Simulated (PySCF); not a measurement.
PH$_{3}$⁺, doublet in 6-31G: errors against full CI

Geometry: a point of a stretch scan, not a stationary point.

```xyz
4

P    -0.0043   -0.0001   -0.0342
H     1.4984    0.0161    0.3805
H    -0.6948    1.1667    0.3330
H    -0.6705   -1.1800    0.3362
```

Basis 6-31G; PySCF 2.14.0. Correlated methods freeze the noble-gas cores, which leaves 7 electrons in 14 orbitals. Prefix R: restricted or restricted open-shell reference; prefix U: unrestricted.

Full CI is exact within this basis and frozen core; it isn't the basis-set limit. The frozen core follows each run's orbitals, which can shift R against U totals by a few meV.

```
UHF ⟨S²⟩                          : 0.759
T1 diagnostic (ROHF- or RHF-based CCSD)             : 0.0133
largest doubles amplitude (ROHF- or RHF-based CCSD) : 0.086
T1 diagnostic (UCCSD)             : 0.0068
```

```tsv
level	E − E(full CI) (kJ/mol)	share of correlation (%)	wall time
RHF	203.2	0.00	–
UHF	199.5	1.85	–
RMP2	59.9	70.55	–
UMP2	58.6	71.15	–
RCCSD	2.8	98.64	–
UCCSD	2.8	98.64	–
RCCSD(T)	0.8	99.60	0.33 s
UCCSD(T)	0.8	99.59	0.19 s
RCCSDT	0.1	99.95	0.97 s
UCCSDT	0.1	99.95	0.96 s
```

The correlation energy at full CI, counted from RHF, is -2.106 eV. The search over symmetries took 1.4 s on 1 thread of Intel Xeon, shared host; the state has 182,260 determinants.

Times are those of the correlated step on a shared host, with one SCF added for the restricted CCSD run; they ran on 1 thread of Intel Xeon.

The full-CI state has the irrep A' of Cs, in the program's axes.

Natural occupations of full CI about the gap: 1.977 1.963 1.953 0.997 0.041 0.029 0.026 0.004 0.003 0.003; effectively unpaired electrons, Σ n²(2−n)², 1.03.
